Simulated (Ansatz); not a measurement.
# SiNH4 (doublet): geometry optimisation

Where does this start of SiNH4 (doublet) end when it is relaxed?

Computed with Ansatz 0.2.0, Gaussian basis. Level: UKS PBE0/def2-TZVP.

## 1. Starting geometry

6 atoms, charge 0, spin multiplicity 2.

Atoms are counted from 1 here; the program's logs count them from 0.

Bond lengths: Si1–N2 1.733 Å, Si1–H3 1.456 Å, Si1–H4 1.456 Å, N2–H5 1.006 Å, N2–H6 1.006 Å. Angles: N2–Si1–H3 106.2°, N2–Si1–H4 106.2°, H3–Si1–H4 116.3°, Si1–N2–H5 118.7°, Si1–N2–H6 118.7°, H5–N2–H6 109.6°.

The start was built by rule and, where that kept it together, relaxed with GFN2-xTB. Sticks and bond lists go by distance. 

## 2. The run

The input, in.yaml:

```yaml
crystal:
  periodic: [false, false, false]
  atoms:
    - {symbol: Si, position_ang: [-0.573972, -0.001456, -0.193522]}
    - {symbol: N, position_ang: [1.081364, 0.002757, 0.320849]}
    - {symbol: H, position_ang: [-1.158427, 1.234104, 0.308830]}
    - {symbol: H, position_ang: [-1.151871, -1.240432, 0.308000]}
    - {symbol: H, position_ang: [1.636105, 0.826720, 0.158719]}
    - {symbol: H, position_ang: [1.640463, -0.818146, 0.158167]}
basis:
  gaussian: {orbitals: def2-TZVP}
magnetization: {spin_polarized: true, initial_magnetization: 1}
hamiltonian: {xc: pbe0}
relax: {f_tol: 0.004, max_steps: 80}
```

Command:

```console
ansatz run in.yaml --threads 1 --pin off --events-out ev --progress --plain --max-ram 1740MiB
```

**Question.** What will these runs give? Wanted: energy gained; shift from the start; total energy; dipole moment; ⟨S²⟩.

**Answer**, as computed:

```
                  quantity          value
                     steps              7
             energy gained       0.041 eV
shift from the start (rms)        0.037 Å
              total energy  -9427.7165 eV
             dipole moment         1.61 D
                      ⟨S²⟩          0.753
```

In words: The bonds of the start are those of the end. Si1–H3 went from 1.456 to 1.493 Å. No vibrations were run, so this is a stationary point, not a proven minimum, and this spin need not be the ground state's.
